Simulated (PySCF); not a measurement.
**C₃H₃ radical: EPR parameters at several levels of theory**

How much do the EPR parameters of C₃H₃ radical (`C#C[CH2]`) depend on the level of theory, and what does each level cost?

Programs: PySCF 2.14.0, with density-fitted response routines of our own. Each step states its level of theory. These are calculated values for one molecule in the gas phase, unless marked as measured. Atoms are numbered from 0 throughout.

## 1. The starting structure

6 atoms, charge 0, multiplicity 2; geometry from: GFN2-xTB.

Bonds of the start (Å): C0–C1 1.22, C1–C2 1.35, C0–H3 1.05, C2–H4 1.07, C2–H5 1.07.

## 2. Optimising the geometry at PBE0-D3(BJ)/def2-TZVP

What the job is given:

```
{"job": {"xc": "PBE0", "basis": "def2-TZVP", "d3": "d3bj", "grid": 2, "kind": "geom"}, "charge": 0, "multiplicity": 2}
C      1.277570    -0.185540     0.149340
C      0.078960    -0.011230     0.009420
C     -1.250030     0.181190    -0.146170
H      2.308460    -0.332730     0.268990
H     -1.621100     1.040560    -0.674590
H     -1.956430    -0.521980     0.256390
```

The log of the run:

```text
step   0  E = -115.89872117  max force = 0.012608
step   1  E = -115.89910608  max force = 0.002239
step   2  E = -115.89910958  max force = 0.000483
step   3  E = -115.89911113  max force = 0.000158
optimisation converged
```

It took 13 s on 4 threads of Arm Neoverse V2, shared host.

Along the way:

```
step  energy from step 0 (eV)  largest force component (eV/Å)
   0                   0.0000                          0.6483
   1                  -0.0105                          0.1151
   2                  -0.0106                          0.0248
   3                  -0.0106                          0.0081
```

Close pairs (by a distance rule), those that changed most:

```
 bond  before (Å)  after (Å)  change (Å)
C0–H3       1.048      1.064      +0.015
C1–C2       1.352      1.363      +0.011
C2–H4       1.075      1.083      +0.008
C2–H5       1.075      1.083      +0.008
C0–C1       1.219      1.221      +0.001
```

The end geometry stands in the next job.

```
                         at the end point                value
  point group (found at 0.08 Å tolerance)                  C2v
rotational constants (GHz, main isotopes)  289.7, 9.613, 9.304
                        dipole moment (D)                 0.12
                                     ⟨S²⟩                0.778
```

## 3. g tensor and hyperfine couplings: B3LYP/pcH-2

What the job is given:

```
{"job": {"kind": "epr", "xc": "B3LYP", "basis": "pcH-2"}, "charge": 0, "multiplicity": 2}
C      1.283513    -0.185749     0.149719
C      0.083457    -0.011580     0.009569
C     -1.256798     0.182219    -0.146925
H      2.329371    -0.336394     0.271857
H     -1.632844     1.046976    -0.678796
H     -1.969268    -0.525203     0.257955
```

Method: UKS B3LYP, pcH-2 on C H, non-relativistic, mean-field spin-orbit, GIAO.

The log of the run:

```text
UKS, coarse grid
  cycle   1  E = -116.03052054  |g| = 2.29e-01
  cycle   2  E = -116.02912797  |g| = 2.30e-01
  cycle   3  E = -116.05787228  |g| = 4.45e-02
  cycle   4  E = -116.05868482  |g| = 2.45e-02
  cycle   5  E = -116.05895925  |g| = 1.12e-02
  cycle   6  E = -116.05902835  |g| = 5.69e-03
  cycle   7  E = -116.05905941  |g| = 1.20e-03
  cycle   8  E = -116.05906300  |g| = 4.56e-04
UKS, final grid
  cycle   1  E = -116.05905996  |g| = 4.23e-04
  cycle   2  E = -116.05905985  |g| = 8.33e-04
  cycle   3  E = -116.05906023  |g| = 1.39e-04
  cycle   4  E = -116.05906029  |g| = 1.07e-04
  cycle   5  E = -116.05906030  |g| = 2.76e-05
  cycle   6  E = -116.05906030  |g| = 6.75e-06
E = -116.05906030 Eh   <S^2> = 0.7698 (exact 0.7500)
g shifts (ppm)      1          2          3
  rmc          -137       -137       -137
  gc              5         35         39
  oz_so          12        627       1022
  total        -120        525        923
hyperfine (MHz)  atom isotope    a_iso     a_fc   dipolar eigenvalues
    0   13C      43.29      43.29    -46.33    -35.89     82.21
    1   13C     -63.41     -63.41    -21.84     -1.10     22.94
    2   13C      62.22      62.22    -62.91    -61.92    124.83
    3    1H     -43.25     -43.25    -20.48     -0.63     21.12
    4    1H     -53.31     -53.31    -28.67      0.79     27.88
    5    1H     -53.31     -53.31    -28.67      0.79     27.88
```

Run time: 14 s. Hardware: 4 threads of Arm Neoverse V2, shared host.

Principal g values 2.00220, 2.00284, 2.00324; g(iso) = 2.00276, against 2.00232 for a free electron.

Hyperfine couplings; where a row names several nuclei, a(iso) is their mean (it holds for fast rotation or exchange) and the dipolar term the largest among them:

```
nuclei  isotope  a(iso) (MHz)  a(iso) (G, at g = 2.0023)  largest dipolar term (MHz)
    C1      13C         -63.4                      -22.6                        22.9
    C2      13C          62.2                       22.2                       124.8
H4, H5       1H         -53.3                      -19.0                       -28.7
    C0      13C          43.3                       15.4                        82.2
    H3       1H         -43.3                      -15.4                        21.1
```

Mulliken spin populations:

```
atom  value (e)
  C0       0.54
  C1      -0.24
  C2       0.79
  H3      -0.02
  H4      -0.03
  H5      -0.03
```

In first order the couplings over 0.8 MHz of 1H give 6 distinct lines over 53.5 G, if the averaged nuclei exchange fast.

## 4. EPR parameters: PBE0/pcH-2

Same as in step 3 but for these lines:

```diff
@@ -1,2 +1,2 @@
-{"job": {"kind": "epr", "xc": "B3LYP", "basis": "pcH-2"}, "charge": 0, "multiplicity": 2}
+{"job": {"kind": "epr", "xc": "PBE0", "basis": "pcH-2"}, "charge": 0, "multiplicity": 2}
 C      1.283513    -0.185749     0.149719
```

Level: UKS PBE0, pcH-2 on C H, non-relativistic, mean-field spin-orbit, GIAO.

The log of the run:

```text
UKS, coarse grid
  cycle   1  E = -115.87769111  |g| = 2.11e-01
  cycle   2  E = -115.88209995  |g| = 1.88e-01
  cycle   3  E = -115.90107540  |g| = 4.26e-02
  cycle   4  E = -115.90192705  |g| = 2.28e-02
  cycle   5  E = -115.90220344  |g| = 1.11e-02
  cycle   6  E = -115.90228402  |g| = 6.24e-03
  cycle   7  E = -115.90232807  |g| = 1.44e-03
  cycle   8  E = -115.90233470  |g| = 6.72e-04
UKS, final grid
  cycle   1  E = -115.90234695  |g| = 5.32e-04
  cycle   2  E = -115.90234722  |g| = 7.90e-04
  cycle   3  E = -115.90234759  |g| = 2.50e-04
  cycle   4  E = -115.90234784  |g| = 1.57e-04
  cycle   5  E = -115.90234787  |g| = 3.59e-05
  cycle   6  E = -115.90234788  |g| = 1.18e-05
E = -115.90234788 Eh   <S^2> = 0.7777 (exact 0.7500)
g shifts (ppm)      1          2          3
  rmc          -134       -134       -134
  gc              6         35         39
  oz_so          16        604        965
  total        -113        504        869
hyperfine (MHz)  atom isotope    a_iso     a_fc   dipolar eigenvalues
    0   13C      46.19      46.19    -47.83    -34.17     82.00
    1   13C     -72.07     -72.07    -25.30     -0.74     26.04
    2   13C      65.36      65.36    -63.35    -62.32    125.67
    3    1H     -48.14     -48.14    -20.71     -0.56     21.27
    4    1H     -59.82     -59.82    -29.43      1.44     27.99
    5    1H     -59.82     -59.82    -29.43      1.44     27.99
```

Run time: 14 s. Hardware: 4 threads of Arm Neoverse V2, shared host.

In short: g(iso) 2.00274.

## 5. g tensor and hyperfine couplings: PBE/pcH-2

Same as in step 4 but for these lines:

```diff
@@ -1,2 +1,2 @@
-{"job": {"kind": "epr", "xc": "PBE0", "basis": "pcH-2"}, "charge": 0, "multiplicity": 2}
+{"job": {"kind": "epr", "xc": "PBE", "basis": "pcH-2"}, "charge": 0, "multiplicity": 2}
 C      1.283513    -0.185749     0.149719
```

Level: UKS PBE, pcH-2 on C H, non-relativistic, mean-field spin-orbit, GIAO.

The log of the run:

```text
UKS, coarse grid
  cycle   1  E = -115.84920529  |g| = 2.93e-01
  cycle   2  E = -115.81303983  |g| = 3.76e-01
  cycle   3  E = -115.89114383  |g| = 8.25e-02
  cycle   4  E = -115.89361834  |g| = 4.42e-02
  cycle   5  E = -115.89407485  |g| = 2.96e-02
  cycle   6  E = -115.89459331  |g| = 4.84e-03
  cycle   7  E = -115.89461023  |g| = 1.27e-03
  cycle   8  E = -115.89461220  |g| = 3.96e-04
UKS, final grid
  cycle   1  E = -115.89462203  |g| = 9.67e-04
  cycle   2  E = -115.89461652  |g| = 3.28e-03
  cycle   3  E = -115.89462261  |g| = 9.64e-05
  cycle   4  E = -115.89462262  |g| = 7.09e-05
  cycle   5  E = -115.89462263  |g| = 3.62e-05
  cycle   6  E = -115.89462263  |g| = 6.23e-06
E = -115.89462263 Eh   <S^2> = 0.7615 (exact 0.7500)
g shifts (ppm)      1          2          3
  rmc          -134       -134       -134
  gc              6         36         39
  oz_so          11        628       1074
  total        -117        529        978
hyperfine (MHz)  atom isotope    a_iso     a_fc   dipolar eigenvalues
    0   13C      31.27      31.27    -44.72    -36.21     80.93
    1   13C     -53.42     -53.42    -15.60     -3.33     18.94
    2   13C      47.33      47.33    -60.71    -60.17    120.88
    3    1H     -39.15     -39.15    -19.92      0.01     19.91
    4    1H     -48.59     -48.59    -27.35      1.28     26.07
    5    1H     -48.59     -48.59    -27.35      1.28     26.07
```

It took 10 s on 4 threads of Arm Neoverse V2, shared host.

In short: g(iso) 2.00278.

## 6. g tensor and hyperfine couplings: CAM-B3LYP/pcH-2

Same as in step 5 but for these lines:

```diff
@@ -1,2 +1,2 @@
-{"job": {"kind": "epr", "xc": "PBE", "basis": "pcH-2"}, "charge": 0, "multiplicity": 2}
+{"job": {"kind": "epr", "xc": "CAM-B3LYP", "basis": "pcH-2"}, "charge": 0, "multiplicity": 2}
 C      1.283513    -0.185749     0.149719
```

With the program's defaults for keys left out, this is: UKS CAM-B3LYP, pcH-2 on C H, non-relativistic, mean-field spin-orbit, GIAO.

The log of the run:

```text
UKS, coarse grid
  cycle   1  E = -115.96314452  |g| = 1.80e-01
  cycle   2  E = -115.97477348  |g| = 1.18e-01
  cycle   3  E = -115.98195980  |g| = 3.20e-02
  cycle   4  E = -115.98271857  |g| = 1.30e-02
  cycle   5  E = -115.98289878  |g| = 5.71e-03
  cycle   6  E = -115.98296389  |g| = 3.83e-03
  cycle   7  E = -115.98297938  |g| = 1.89e-03
  cycle   8  E = -115.98298604  |g| = 7.42e-04
UKS, final grid
  cycle   1  E = -115.98298547  |g| = 5.69e-04
  cycle   2  E = -115.98298616  |g| = 5.61e-04
  cycle   3  E = -115.98298645  |g| = 3.29e-04
  cycle   4  E = -115.98298700  |g| = 6.62e-05
  cycle   5  E = -115.98298701  |g| = 2.28e-05
E = -115.98298701 Eh   <S^2> = 0.7798 (exact 0.7500)
g shifts (ppm)      1          2          3
  rmc          -137       -137       -137
  gc              5         35         38
  oz_so          13        638       1011
  total        -120        536        912
hyperfine (MHz)  atom isotope    a_iso     a_fc   dipolar eigenvalues
    0   13C      43.04      43.04    -48.31    -35.58     83.88
    1   13C     -67.15     -67.15    -28.04      0.95     27.08
    2   13C      60.31      60.31    -65.15    -63.78    128.93
    3    1H     -45.32     -45.32    -20.83     -0.92     21.75
    4    1H     -56.36     -56.36    -29.67      0.78     28.88
    5    1H     -56.35     -56.35    -29.67      0.79     28.88
```

Run time: 17 s. Hardware: 4 threads of Arm Neoverse V2, shared host.

Key values: g(iso) 2.00276.

## 7. Comparing the runs: EPR parameters

g, ⟨S²⟩ and isotropic hyperfine couplings (MHz), with basis size and wall time:

```
            run   g(iso)   ⟨S²⟩  13C C1  13C C2  1H H4 (mean)  13C C0  1H H3  functions  time
    B3LYP/pcH-2  2.00276  0.770   -63.4    62.2         -53.3    43.3  -43.3        234  14 s
     PBE0/pcH-2  2.00274  0.778   -72.1    65.4         -59.8    46.2  -48.1        234  14 s
      PBE/pcH-2  2.00278  0.762   -53.4    47.3         -48.6    31.3  -39.1        234  10 s
CAM-B3LYP/pcH-2  2.00276  0.780   -67.2    60.3         -56.4    43.0  -45.3        234  17 s
```

## 8. Results

| quantity | value |
| --- | --- |
| point group | C2v |
| rotational constants (main isotopes) | 289.65, 9.61, 9.30 GHz |
| g(iso) (B3LYP) | 2.00276 |
| ⟨S²⟩ | 0.770 (exact 0.75) |
| largest a(iso) (averaged by class) | 13C on C1, -63.4 MHz |

In words: Single values in the summary come from the first run of each kind that ended normally (B3LYP/pcH-2), which need not be the best level. Over 3 steps the energy fell by 0.011 eV; of the close pairs, C0–H3 changed most, 1.048 to 1.064 Å. No frequency check was run at this level, so the end point may be a saddle. The largest share of the spin, 0.79 e, sits on C2. The isotropic g lies 0.4 ppt above the free-electron value. The coupling of 13C on C1 runs from -72.1 (PBE0/pcH-2) to -53.4 MHz (PBE/pcH-2).
